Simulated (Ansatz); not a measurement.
Worked example: correlation energy of C4H10, singlet

Geometry: MP2(full)/6-31G*, from the G2/97 set.

```xyz
14

C     0.0000    0.0000    0.3679
H     0.0000    0.0000    1.4662
C     0.0000    1.4503   -0.1053
H     0.0000    1.4940   -1.1999
H    -0.8855    1.9847    0.2522
H     0.8855    1.9847    0.2522
C     1.2560   -0.7251   -0.1053
H     1.2938   -0.7470   -1.1999
H     2.1615   -0.2255    0.2522
H     1.2761   -1.7592    0.2522
C    -1.2560   -0.7251   -0.1053
H    -1.2938   -0.7470   -1.1999
H    -1.2761   -1.7592    0.2522
H    -2.1615   -0.2255    0.2522
```

Basis 6-31G* (Cartesian d functions); Ansatz 0.2.0. Correlated methods freeze the noble-gas cores, which leaves 26 electrons in 76 orbitals. R marks a restricted (for open shells ROHF) determinant.

Full CI isn't at hand for all of this; RCCSDT(Q) serves as the reference, and is uncertain by about the last step of the cluster series.

Runs differ by some tens of microhartree through their thresholds, so steps under 0.03 kcal/mol mean nothing.

| level | total energy (hartree) |
| --- | --- |
| RHF | -157.298414 |
| RMP2 | -157.828721 |
| RCCSD | -157.884021 |
| RCCSD(T) | -157.900159 |
| RCCSDT | -157.901183 |
| RCCSDT(Q) | -157.901831 |

Task: What is the correlation energy at RCCSDT(Q), and what share of it do RMP2 and RCCSD(T) recover?

Result: E(corr) = -157.901831 − (-157.298414) = -0.603417 hartree = -16.420 eV. RMP2: -0.530307 / -0.603417 = 87.88 %. RCCSD(T): -0.601745 / -0.603417 = 99.72 %.

Task: By how many kcal/mol does RCCSD(T) miss RCCSDT(Q) (1 hartree = 627.509 kcal/mol), and which steps make up the rest?

Result: -157.900159 − (-157.901831) = 0.001672 hartree = 1.05 kcal/mol. Steps: RCCSDT − RCCSD(T) = -0.64, RCCSDT(Q) − RCCSDT = -0.41 kcal/mol. Differences between like states or geometries often cancel part of this.
